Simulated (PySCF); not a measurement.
C3H4, SMILES C#CC.

Coordinates come from a PBE-D3(BJ)/def2-TZVP optimisation.

Calculation: PBE-D3(BJ)/def2-TZVP (PySCF).

No scaling factor is applied to the harmonic values.

Modes within 1.5 cm⁻¹ of each other (mostly degenerate sets) share a row, with their intensities summed.

Computed normal modes with their intensities:
```json
[
 {"mode": "1–2", "ν (cm⁻¹)": "332", "IR (km/mol)": "17.4", "moving atoms (share of kinetic energy)": "C 75 %, H 25 %"},
 {"mode": "3–4", "ν (cm⁻¹)": "608", "IR (km/mol)": "100.5", "moving atoms (share of kinetic energy)": "H 81 %, C 19 %"},
 {"mode": "5", "ν (cm⁻¹)": "940", "IR (km/mol)": "0.1", "moving atoms (share of kinetic energy)": "C 82 %, H 18 %"},
 {"mode": "6–7", "ν (cm⁻¹)": "1012", "IR (km/mol)": "0.9", "moving atoms (share of kinetic energy)": "H 69 %, C 31 %"},
 {"mode": "8", "ν (cm⁻¹)": "1359", "IR (km/mol)": "0.0", "moving atoms (share of kinetic energy)": "H 79 %, C 21 %"},
 {"mode": "9–10", "ν (cm⁻¹)": "1423", "IR (km/mol)": "18.3", "moving atoms (share of kinetic energy)": "H 97 %"},
 {"mode": "11", "ν (cm⁻¹)": "2166", "IR (km/mol)": "11.4", "moving atoms (share of kinetic energy)": "C 91 %, H 9 %"},
 {"mode": "12", "ν (cm⁻¹)": "2966", "IR (km/mol)": "16.2", "moving atoms (share of kinetic energy)": "H 97 %"},
 {"mode": "13–14", "ν (cm⁻¹)": "3030", "IR (km/mol)": "11.0", "moving atoms (share of kinetic energy)": "H 91 %, C 9 %"},
 {"mode": "15", "ν (cm⁻¹)": "3404", "IR (km/mol)": "61.1", "moving atoms (share of kinetic energy)": "H 86 %, C 14 %"}
]
```
